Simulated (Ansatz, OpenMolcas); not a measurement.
## B2 (SMILES B#B): methods side by side

B2: 2 atoms, total charge 0, spin state triplet. SMILES: `B#B`. The shape is that of a GFN2-xTB optimisation.

| atom | x (Å) | y (Å) | z (Å) |
| --- | --- | --- | --- |
| B | 0.0000 | 0.0000 | 0.0000 |
| B | 0.0000 | 0.0000 | 1.4051 |

Quantity: the energy change with the B1–B2 bond stretched from 1.405 to 2.108 Å, in eV. The values are calculated.

| level | kind | program | value (eV) | less FCI/3-21G | CPU time (all runs) |
| --- | --- | --- | --- | --- | --- |
| ROHF/3-21G | Hartree–Fock | OpenMolcas | -1.08 | -1.17 | 3.9 s |
| USVWN5/3-21G | LDA | Ansatz | 0.31 | +0.22 | 5.3 s |
| U-revPBE/3-21G | GGA | Ansatz | 0.15 | +0.06 | 10 s |
| UB3LYP/3-21G | global hybrid | Ansatz | 0.14 | +0.05 | 7.7 s |
| UB2PLYP/3-21G | double hybrid | Ansatz | 0.15 | +0.06 | 7.9 s |
| RPA@PBE/3-21G | RPA | Ansatz | -0.48 | -0.57 | 15 s |
| UCCSDTQ/3-21G | coupled cluster or CI | Ansatz | 0.09 | 0.00 | 49 s |
| FCI/3-21G | exact in the basis | OpenMolcas | 0.09 | 0.00 | 17 s |

FCI/3-21G is exact within its basis and frozen core, so for wave-function methods in that basis the difference is their error; functionals converge differently with the basis, so for them it is only a difference. The first shape isn't each level's own minimum. The values span -1.08 to 0.31 eV. Spin contamination of the reference (⟨S²⟩ at least 0.1 too high) touches USVWN5/3-21G, U-revPBE/3-21G, UB3LYP/3-21G, UB2PLYP/3-21G, RPA@PBE/3-21G, UCCSDTQ/3-21G. All rows use very small basis sets, so none should be taken for the real molecule's value. CPU times are rough (shared hosts, several kinds of processor and program).
